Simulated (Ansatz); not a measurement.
**A rate constant, worked out**

An elementary step of Si$_{2}$H$_{6}$O, closed shell (Si₂H₄ ([SiH][SiH3]) + H₂O → Si₂H₆O ([OH][SiH2][SiH3]); H–O broken or loosened, Si–H, Si–O formed or tightened). The start structure is the complex of the reactants, bound by 0.73 eV, and the electronic barrier above it is 1.027 eV by CCSD(T) at an estimated basis limit (MP2 extrapolated from triple and quadruple zeta, plus CCSD(T) − MP2 in triple zeta). Program: Ansatz 0.2.0. Basis: def2-TZVPP and def2-QZVPP. Cores are frozen in the correlated methods. Extrapolation: Hartree–Fock as exp(−7.88 √X), correlation as X^−2.97. Harmonic wavenumbers at PBE0-D4/def2-TZVP (Ansatz 0.2.0), in cm⁻¹:

Start: 108, 158, 229, 330, 379, 418, 462, 503, 674, 705, 769, 888, 922, 952, 1594, 1995, 2072, 2198, 2203, 3727, 3875.

Saddle: 1521i, 92, 128, 284, 398, 446, 489, 530, 631, 712, 830, 868, 926, 942, 1085, 1913, 2136, 2199, 2212, 2227, 3809.

Q: Work out the transition-state-theory rate constant at 600 K from these numbers alone (harmonic vibrations; rotation, path degeneracy and anharmonicity left out), and the Wigner tunnelling factor. Use 1 cm⁻¹ = 1.2398 × 10⁻⁴ eV and k_B = 8.617 × 10⁻⁵ eV/K.

A: Zero-point energies, half the sums: start 25161/2 cm⁻¹ = 1.5598 eV; saddle, real modes only, 22857/2 cm⁻¹ = 1.4170 eV.
Barrier with zero-point energy: 1.027 + 1.4170 − 1.5598 = 0.8842 eV.
k_BT = 0.05170 eV, so the barrier is 17.10 k_BT.
Vibrational partition functions from the zero-point level, ln q = −Σ ln(1 − exp(−hν/k_BT)): start 6.822, saddle 6.325.
k = (k_BT/h) exp(ln q‡ − ln q) exp(−E0/k_BT), with log₁₀(k_BT/h in s⁻¹) = 13.10: log₁₀ k = 13.10 + (-0.497 − 17.10)/2.3026 = 5.46, so k ≈ 3 × 10^(5) s⁻¹.
Wigner factor: 1 + (hν‡/k_BT)²/24 = 1 + (3.65)²/24 = 1.55. A change of 1 kcal/mol (0.043 eV) in the barrier would change k by a factor of 2.3 at this temperature.

The T1 diagnostic stays at or below 0.016. The restricted Hartree–Fock reference is unstable towards an unrestricted one at one or more of these structures.

Losses and insertions of silylenes and their heavier kin drive the gas-phase chemistry of silicon and germanium vapour deposition.

Labels in which every atom is bracketed show which atoms are joined, not bond orders.

For scale, one of the runs: CCSD(T)/def2-TZVPP, 199 basis functions, launched by `ansatz run in.yaml --threads 2 --pin off --events-out ev --progress --plain --max-ram 4352MiB`. Hardware: 2 CPU threads of an Arm Neoverse V1, shared host. Wall time 46 s; peak host memory 2.2 GiB.
